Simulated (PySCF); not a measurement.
Numbering as in the mapped SMILES `[CH3:1]/[CH:2]=[CH:3]\[CH2:4][S-:5]` (H(Xn): hydrogen on atom n).

Geometry: PBE0-D3(BJ)/def2-SVP; GIAO shifts from PySCF 2.14.0 with density-fitted response routines, gas phase, non-relativistic, averaged over equivalent atoms.

At PBE0/pcSseg-1 (127 basis functions, 9 s wall time on 1 thread of an x86-64 server CPU, shared host):
```
atoms  δ (ppm)
   C3    153.0
   C2    103.4
   C4     34.5
   C1     15.1
   S5   -112.0
H(C3)     5.74
H(C2)     3.88
H(C4)     3.08
H(C1)     1.51
```

Shifts are taken against calculated references (same method and geometry level): TMS for 13C (σ = 184.41 ppm) and 1H (σ = 31.27 ppm); CS2 for 33S (σ = 495.66 ppm).

Estimate the result of repeating the calculation with wB97X-D/pcSseg-2.

## Answers


```csv
atoms,δ at wB97X-D/pcSseg-2,change
C3,163.6,+10.6
C2,110.2,+6.8
C4,33.6,-0.9
C1,14.8,-0.3
S5,-111.1,+0.9
H(C3),6.21,+0.47
H(C2),4.31,+0.43
H(C4),3.09,+0.01
H(C1),1.54,+0.03
```

References, each an isolated molecule treated in the same way: 13C (σ = 184.42 ppm), 1H (σ = 31.36 ppm) against TMS; CS2 for 33S (σ = 499.87 ppm).

The largest change is at C3 (alkene CH). Cost: 285 basis functions, 34 s wall time on 1 thread of an x86-64 server CPU, shared host. The order of the carbon signals is the same at both levels.
